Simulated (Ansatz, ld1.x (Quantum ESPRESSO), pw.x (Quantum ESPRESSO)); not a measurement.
# Which Ir potential is closest to all-electron in the sc crystal?

All use LDA (PW92), scalar-relativistic, no spin, cutoffs from each file’s atomic test, pw.x 7.5; 13³ k-points, Fermi–Dirac smearing 0.01 Ry. Δ is the rms difference from all-electron LAPW of the E(V) curves that follow from fits to the pressures, over ±6 % in volume. Mesh and smearing are coarse and serve the comparison alone. The files are a selection: those with a ghost or negative overlap were mostly not run, and those with noisy or unconverged pressures or nearly equal Δ are left out.

All-electron: a0 = 2.529 Å (V0 = 16.17 Å³/atom), B0 = 288.0 GPa.

(1) Rank them by Δ, smallest first.
A. norm-conserving RRKJ (Kleinman–Bylander form), ld1.x (Quantum ESPRESSO) 7.5, LDA (PW92); core [Xe] 4f14, reference 5d7 6s2 6p0; waves: 6p (bound, empty): rc 3.80 bohr; 5d (bound): rc 1.40 bohr; 6s (bound): rc 2.25 bohr; local part: the s channel; core correction: none.
B. norm-conserving Troullier–Martins (Kleinman–Bylander form), ld1.x (Quantum ESPRESSO) 7.5, LDA (PW92); core [Xe] 4f14, reference 5d7 6s2 6p0; waves: 6s (bound): rc 2.50 bohr; 6p (bound, empty): rc 3.35 bohr; 5d (bound): rc 2.35 bohr; 5f channel at 0.2 Ry: rc 2.80 bohr; local part: all-electron potential smoothed inside 2.40 bohr (lloc = -2); core correction: a·sin(br)/r model core inside 1.90 bohr.
C. norm-conserving Troullier–Martins (Kleinman–Bylander form), ld1.x (Quantum ESPRESSO) 7.5, LDA (PW92); core [Xe] 4f14, reference 5d7 6s2 6p0; waves: 6s (bound): rc 2.50 bohr; 6p (bound, empty): rc 3.60 bohr; 5d (bound): rc 2.15 bohr; local part: all-electron potential smoothed inside 2.35 bohr (lloc = -1); core correction: Bessel-smoothed model core inside 1.80 bohr.

Results:

(1) C (3.3 meV/atom), B (4.4 meV/atom), A (24.5 meV/atom).
